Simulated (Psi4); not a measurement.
# CClF3 (SMILES FC(F)(F)Cl): MP2/def2-SVPD

What is the energy change on altering one bond length of CClF3 at MP2/def2-SVPD? 

The results are computed with Psi4 1.11.

2 further runs of the same task are left out: 2 set aside as unsound or not needed.

### 1 Starting point

CClF3 has 5 atoms, charge 0, and is taken as a singlet. As SMILES, `FC(F)(F)Cl`. The shape is that of a PBE0-D4/def2-TZVP optimisation.

Bond lengths: F1–C2 1.322 Å, C2–F3 1.322 Å, C2–F4 1.322 Å, C2–Cl5 1.756 Å. Angles: F1–C2–F3 108.7°, F1–C2–F4 108.7°, F1–C2–Cl5 110.2°, F3–C2–F4 108.7°, F3–C2–Cl5 110.2°, F4–C2–Cl5 110.2°.

### 2 The energy at MP2/def2-SVPD

cclf3.xyz

```xyz
5
CClF3
F      0.213700     0.019100     1.326100
C     -0.002200    -0.082500     0.026100
F     -1.249600    -0.474600    -0.167100
F      0.811700    -0.999000    -0.468500
Cl     0.276300     1.463300    -0.758000
```

job.py

```python
import psi4

psi4.set_memory('1600 MB')
psi4.set_num_threads(1)
psi4.set_output_file('psi4.out', False)

with open('cclf3.xyz') as f:
    atoms = ''.join(f.readlines()[2:])
mol = psi4.geometry('0 1\n' + atoms + 'symmetry c1\nno_reorient\nno_com')

psi4.set_options({
    'basis': 'def2-SVPD',
    'puream': True,
    'e_convergence': 1e-09,
    'd_convergence': 1e-08,
    'scf_type': 'pk',
    'num_frozen_docc': 9,
    'mp2_type': 'conv',
})

e = psi4.energy("mp2")
print(f'mp2 energy: {e:.10f} Eh')
```

Command:

```sh
python job.py
```

psi4.out:

```text
[...]
  Running in c1 symmetry.
[...]
  Nuclear repulsion =  251.228625177234051
[...]
  Multiplicity = 1
[...]
  Nalpha       = 25
  Nbeta        = 25
[...]
    Number of basis functions: 116
[...]
   @RHF iter   1:  -795.14120561328423   -1.04232e-01   5.15932e-03 DIIS/ADIIS
[...]
   @RHF iter  11:  -795.28962032542267   -1.13687e-12   1.99105e-09 DIIS
[...]
    Orbital Energies [Eh]
    ---------------------
    Doubly Occupied:
       1A   -104.856121     2A    -26.376857     3A    -26.376846
       4A    -26.376815     5A    -11.595870     6A    -10.616757
       7A     -8.091932     8A     -8.088015     9A     -8.088015
      10A     -1.760812    11A     -1.655883    12A     -1.655862
      13A     -1.188488    14A     -0.977633    15A     -0.874486
      16A     -0.874481    17A     -0.835001    18A     -0.751198
      19A     -0.751194    20A     -0.705715    21A     -0.705706
      22A     -0.686405    23A     -0.605945    24A     -0.509784
      25A     -0.509783
[...]
  @RHF Final Energy:  -795.28962032542267
   => Energetics <=
    Nuclear Repulsion Energy =            251.2286251772340506
    One-Electron Energy =               -1602.0052806622359185
    Two-Electron Energy =                 555.4870351595791362
    Total Energy =                       -795.2896203254226748
[...]
 Multipole Moments:
 ------------------------------------------------------------------------------------
     Multipole            Electronic (a.u.)      Nuclear  (a.u.)        Total (a.u.)
 ------------------------------------------------------------------------------------
 L = 1.  Multiply by 2.5417464519 to convert [e a0] to [Debye]
 Dipole X            :         -5.0045050            5.0381988            0.0336938
 Dipole Y            :        -21.1495948           21.3361418            0.1865469
 Dipole Z            :         12.2168288          -12.3113767           -0.0945479
 Magnitude           :                                                    0.2118356
[...]
	SCS-MP2 Total Energy (a.u.)        :  -796.11133823459033
	SOS-MP2 Total Energy (a.u.)        :  -796.03146349944802
	SCSN-MP2 Total Energy (a.u.)       :  -795.71135892697430
[...]
	SOS-PI-MP2 Total Energy (a.u.)     :  -796.15510402845223
[...]
	MP2 Total Energy (a.u.)            :  -796.14744717587087
[...]
```

On the terminal:

```text
mp2 energy: -796.1474471759 Eh
```

It took 7.2 s on 1 thread of Intel Xeon 6975P-C (Granite Rapids), shared host; peak memory 0.94 GiB.

### 3 The distorted shape

cclf3.xyz

```xyz
5
CClF3
F     -0.009092    -1.217498     1.953359
C     -0.224992    -1.319098     0.653359
F     -1.472392    -1.711198     0.460159
F      0.588908    -2.235598     0.158759
Cl     0.276300     1.463300    -0.758000
```

job.py

```python
import psi4

psi4.set_memory(1600000000)
psi4.set_num_threads(1)
psi4.core.set_output_file('output.dat', False)

with open('cclf3.xyz') as f:
    atoms = ''.join(f.readlines()[2:])
molecule = psi4.geometry('0 1\n' + atoms + 'symmetry c1')

psi4.set_options({
    'basis': 'def2-SVPD',
    'reference': 'rhf',
    'puream': True,
    'e_convergence': 1e-09,
    'd_convergence': 1e-08,
    'scf_type': 'pk',
    'num_frozen_docc': 9,
    'mp2_type': 'conv',
})

e_tot = psi4.energy("mp2", molecule=molecule)
print(f'total energy {e_tot:.8f} hartree = {e_tot * 27.211386:.5f} eV')
for k, v in sorted(psi4.core.scalar_variables().items()):
    print(f'{k:45s} {v:18.10f}')
```

Command:

```sh
python job.py
```

output.dat:

```text
[...]
  Running in c1 symmetry.
[...]
  Nuclear repulsion =  205.325109922870837
[...]
  Multiplicity = 1
[...]
  Nalpha       = 25
  Nbeta        = 25
[...]
    Number of basis functions: 116
[...]
   @RHF iter   1:  -794.80084210948553   -4.77148e-01   6.11969e-03 DIIS/ADIIS
[...]
   @RHF iter  13:  -795.09905591400536   -4.77485e-12   5.57175e-09 DIIS
[...]
    Orbital Energies [Eh]
    ---------------------
    Doubly Occupied:
       1A   -104.802106     2A    -26.453009     3A    -26.452998
       4A    -26.452967     5A    -11.689460     6A    -10.556474
       7A     -8.030856     8A     -8.027919     9A     -8.027919
      10A     -1.820240    11A     -1.717486    12A     -1.717464
      13A     -1.047856    14A     -1.021577    15A     -0.930828
      16A     -0.930823    17A     -0.884168    18A     -0.801570
      19A     -0.801563    20A     -0.765154    21A     -0.765144
      22A     -0.751224    23A     -0.439426    24A     -0.439426
      25A     -0.404695
[...]
  @RHF Final Energy:  -795.09905591400536
   => Energetics <=
    Nuclear Repulsion Energy =            205.3251099228708370
    One-Electron Energy =               -1509.3836271491059051
    Two-Electron Energy =                 508.9594613122297915
    Total Energy =                       -795.0990559140053620
[...]
 Multipole Moments:
 ------------------------------------------------------------------------------------
     Multipole            Electronic (a.u.)      Nuclear  (a.u.)        Total (a.u.)
 ------------------------------------------------------------------------------------
 L = 1.  Multiply by 2.5417464519 to convert [e a0] to [Debye]
 Dipole X            :         -0.4873942            0.2289740           -0.2584202
 Dipole Y            :         -2.7053943            1.2707078           -1.4346865
 Dipole Z            :          1.3723625           -0.6445491            0.7278133
 Magnitude           :                                                    1.6293614
[...]
	SCS-MP2 Total Energy (a.u.)        :  -795.97541662401773
	SOS-MP2 Total Energy (a.u.)        :  -795.95970719864386
	SCSN-MP2 Total Energy (a.u.)       :  -795.53155850943256
[...]
	SOS-PI-MP2 Total Energy (a.u.)     :  -796.02591114361610
[...]
	MP2 Total Energy (a.u.)            :  -796.00683547476547
[...]
```

The script printed:

```text
total energy -796.00683547 hartree = -21660.44926 eV
CURRENT CORRELATION ENERGY                         -0.9077795608
CURRENT ENERGY                                   -796.0068354748
CURRENT REFERENCE ENERGY                         -795.0990559140
DD SOLVATION ENERGY                                 0.0000000000
HF KINETIC ENERGY                                 793.5396582875
HF POTENTIAL ENERGY                             -1588.6387142015
HF TOTAL ENERGY                                  -795.0990559140
HF VIRIAL RATIO                                     2.0019651162
MP2 CORRELATION ENERGY                             -0.9077795608
MP2 DOUBLES ENERGY                                 -0.9077795608
MP2 OPPOSITE-SPIN CORRELATION ENERGY               -0.6620394497
MP2 SAME-SPIN CORRELATION ENERGY                   -0.2457401110
MP2 SINGLES ENERGY                                  0.0000000000
MP2 TOTAL ENERGY                                 -796.0068354748
NUCLEAR REPULSION ENERGY                          205.3251099229
ONE-ELECTRON ENERGY                             -1509.3836271491
PCM POLARIZATION ENERGY                             0.0000000000
PE ENERGY                                           0.0000000000
SCF ITERATION ENERGY                             -795.0990559140
SCF ITERATIONS                                     13.0000000000
SCF TOTAL ENERGY                                 -795.0990559140
SCS(N)-MP2 CORRELATION ENERGY                      -0.4325025954
SCS(N)-MP2 TOTAL ENERGY                          -795.5315585094
SCS-MP2 CORRELATION ENERGY                         -0.8763607100
SCS-MP2 TOTAL ENERGY                             -795.9754166240
SCS-MP2-VDW CORRELATION ENERGY                     -0.9702805512
SCS-MP2-VDW TOTAL ENERGY                         -796.0693364652
SOS-MP2 CORRELATION ENERGY                         -0.8606512846
SOS-MP2 TOTAL ENERGY                             -795.9597071986
SOS-PI-MP2 CORRELATION ENERGY                      -0.9268552296
SOS-PI-MP2 TOTAL ENERGY                          -796.0259111436
TWO-ELECTRON ENERGY                               508.9594613122
```

Run time: 6.9 s. Hardware: 1 thread of Intel Xeon 6975P-C (Granite Rapids), shared host; peak memory 0.94 GiB.

### 4 Summary of results

At MP2/def2-SVPD, 9 core orbitals frozen:

| quantity | value |
| --- | --- |
| first shape: total energy | -796.14745 Eh |
| first shape: HOMO energy (Hartree–Fock orbitals) | -13.87 eV |
| first shape: LUMO energy (Hartree–Fock orbitals) | 2.50 eV |
| first shape: HOMO–LUMO gap (Hartree–Fock orbitals) | 16.37 eV |
| first shape: correlation energy (9 core orbitals frozen) | -857.8 mEh |
| distorted shape: total energy | -796.00684 Eh |
| distorted shape: HOMO energy (Hartree–Fock orbitals) | -11.01 eV |
| distorted shape: LUMO energy (Hartree–Fock orbitals) | -3.50 eV |
| distorted shape: HOMO–LUMO gap (Hartree–Fock orbitals) | 7.52 eV |
| distorted shape: correlation energy (9 core orbitals frozen) | -907.8 mEh |
| energy change with the C2–Cl5 bond stretched from 1.756 to 3.160 Å | 3.826 eV |

One bond (distorted shape) is far stretched, which a spin-restricted single reference describes badly; perturbation theory on it can break down and give far too much correlation. With the C2–Cl5 bond stretched from 1.756 to 3.160 Å the energy rises by 3.83 eV (369 kJ/mol). The first shape isn't relaxed at this level, so the change isn't measured from a minimum. A restricted reference can't describe the breaking bond well at this length.
